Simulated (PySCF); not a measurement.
C5H10N (doublet state).
Z-matrix (Å and degrees, GFN2-xTB geometry), rows numbered from 1:
```
C 
N   1  1.3823
C   2  1.4418  1  120.49
C   3  1.5333  2  104.05  1  -178.59
C   4  1.5407  3  104.94  2   -21.55
C   2  1.4418  1  120.56  3   139.57
H   1  1.0742  2  115.83  3    37.77
H   1  1.0741  2  115.84  3  -177.41
H   3  1.1025  2  111.27  1    62.43
H   3  1.0916  2  109.99  1   -57.32
H   4  1.0885  3  111.16  2  -142.73
H   4  1.0890  3  110.44  2    97.39
H   5  1.0885  4  111.97  3  -120.89
H   5  1.0891  4  110.38  3   118.76
H   6  1.0916  2  109.99  1    57.23
H   6  1.1026  2  111.31  1   -62.50
```

The hyperfine couplings belong to this conformer and change with its torsions.

The species is `[CH2]N1CCCC1` [radical].

Computed with PySCF 2.14.0, UKS B3LYP, pcH-1 on C H N, non-relativistic, mean-field spin-orbit, GIAO. One conformer (not necessarily the lowest) at the GFN2-xTB geometry, without solvent, vibrations or thermal averaging. GFN2-xTB frequencies show an imaginary mode (80i cm⁻¹), so this geometry is no minimum at that level. The geometry wasn't refined by DFT: couplings that depend on bond lengths, twists or pyramidal angles can differ widely from those at the functional's own minimum. The SCF solution wasn't tested for stability.

(1) What is the g tensor, term by term?

(2) How much does each term add to the isotropic shift?

(3) What are the electron Larmor frequencies g μB B/h along the three axes at 1200 mT?

(4) In a frozen sample, at which fields do the three g values resonate at 9.5, 34, 94 and 263 GHz (hyperfine left aside), and which band first spreads them over more than twice a line width of 1.0 mT?

Results:

(1) 
```
                    Δg (ppm)     1     2     3
relativistic mass correction  -162  -162  -162
            gauge correction     5    42    35
   orbital Zeeman/spin–orbit    -8   672  1170
                       total  -164   552  1043
```

So g = 2.00216, 2.00287, 2.00336 and g_iso = 2.00280; the tensor is rhombic: the two nearest values differ by 41 % of g3 − g1. Axes: g2 points within 10° of the C1–N2 bond.

(2) The orbital-Zeeman/spin–orbit term 612, the mass correction -162 and the gauge correction 27 ppm, for a total of 477 ppm. The orbital-Zeeman/spin–orbit term is the largest in size. The mass correction is the same along every axis, so the anisotropy comes from the other two: their spans along these axes are 36 (gauge) and 1178 ppm (orbital Zeeman/spin–orbit).

(3) 33.6272, 33.6392, 33.6475 GHz for g1, g2 and g3, a range of 20.3 MHz.

(4) 
| band | GHz | B(g3) mT | B(g2) mT | B(g1) mT | spread mT |
| --- | --- | --- | --- | --- | --- |
| X | 9.5 | 338.81 | 338.89 | 339.01 | 0.20 |
| Q | 34.0 | 1212.57 | 1212.87 | 1213.30 | 0.73 |
| W | 94.0 | 3352.41 | 3353.23 | 3354.43 | 2.02 |
| J | 263.0 | 9379.61 | 9381.91 | 9385.26 | 5.66 |

The spread grows in proportion to the frequency. W band is the first where it exceeds 2.0 mT.

The Mulliken spin populations are largest on C1 (+0.82) and N2 (+0.17). The angles at C1 add up to 349.9°, so it is slightly pyramidal.

The HOMO–LUMO gaps are 4.92 eV among the α and 6.26 eV among the β orbitals.
